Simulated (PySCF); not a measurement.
**Gas-phase thermal properties of Li2Br2**

Energies from PySCF (xtb for GFN2), thermal terms from the rigid-rotor harmonic-oscillator model, ideal gas at 1 bar. 6-31G* has spherical d functions here. All species are closed-shell singlets. B3LYP is the form with VWN-RPA correlation. Br: all electrons, no relativistic terms. The harmonic model lacks anharmonicity and excited electronic states, which grow with temperature; levels with a mode under 35 cm⁻¹ are left out.

```csv
level,point group,σ,ZPE (kJ/mol),S°298 (J/mol/K),Cp298 (J/mol/K),S°1000 (J/mol/K),H1000 − H298 (kJ/mol)
B3LYP/6-31G*,D2h,4,11.2,317.4,74.0,413.5,56.2
GFN2-xTB,D2h,4,10.1,323.5,75.3,420.3,56.6
HF/6-31G*,D2h,4,11.1,317.6,74.1,413.8,56.3
PBE/def2-SVP,D2h,4,11.4,316.3,73.6,412.2,56.2
PBE0/def2-TZVP,D2h,4,11.5,315.8,73.4,411.6,56.1
```
σ: rotational symmetry number. Electronic degeneracy used: 1. Frequencies are unscaled.
